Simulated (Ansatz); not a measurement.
All numbers were calculated with Ansatz.

A structure relaxed at PBE0-D4/def2-TZVP, charge 0, multiplicity 1:

```xyz
12

C    -0.845    0.862    1.128
C    -0.734   -0.451    0.458
F    -1.651   -1.336    0.889
C     0.124   -0.842   -0.477
C     1.216   -0.076   -1.116
F     0.030   -2.101   -0.941
H    -0.100    1.566    0.764
H    -0.716    0.747    2.208
H    -1.838    1.289    0.958
H     1.058   -0.023   -2.197
H     2.175   -0.574   -0.946
H     1.280    0.938   -0.727
```

Task: Give its formula and SMILES.

Result: C4H6F2, `C/C(F)=C(\C)F`.

Task: Point group (tolerance 0.08 Å, 0.16 Å for H)?

Result: C2v.

Task: Summarise the bond lengths by kind.

Result: 3 × C–C 1.328 to 1.479 Å; 6 × C–H 1.088 to 1.094 Å; 2 × C–F 1.345 Å.
